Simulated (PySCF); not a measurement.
## Potential energy of SiCl along the bond

Set-up: basis Si pcseg-2, Cl pcseg-2; no relativity; PySCF 2.14. Energies in eV from Si + Cl in their ground configurations at the same level. State: ²Π (doublet), unpaired electrons π ↑.

```
R (Å)    PBE0  UHF-MP2
1.782  -3.330   -3.269
1.865  -3.925   -3.869
1.948  -4.244   -4.185
2.010  -4.353   -4.287
2.072  -4.381   -4.305
2.134  -4.346   -4.259
2.217  -4.231   -4.127
2.321  -4.012   -3.885
2.445  -3.686   -3.531
2.611  -3.208   -3.019
```

Put a parabola through the three lowest points of the PBE0 curve and estimate Re, k and ωe (reduced mass 15.54 u; 1 eV/Å² = 0.16022 mdyn/Å; ωe = 1302.8·√(k/μ) cm⁻¹).

Through R = 2.01, 2.072, 2.134 Å the second-order coefficient is 8.19 eV/Å², so Re ≈ 2.069 Å, k ≈ 2.63 mdyn/Å and ωe ≈ 536 cm⁻¹. A polynomial fit of higher order to the unrounded PBE0 energies gives Re = 2.065 Å, k = 2.62 mdyn/Å, ωe = 535 cm⁻¹; anharmonicity and rounding make the difference.

The higher-order fit for each curve: PBE0: Re = 2.065 Å, ωe = 535 cm⁻¹, De = 4.38 eV; UHF-MP2: Re = 2.056 Å, ωe = 556 cm⁻¹, De = 4.31 eV.

Correlated steps freeze 10 core orbitals. The state was picked by a PBE0 search and need not be the measured ground state.
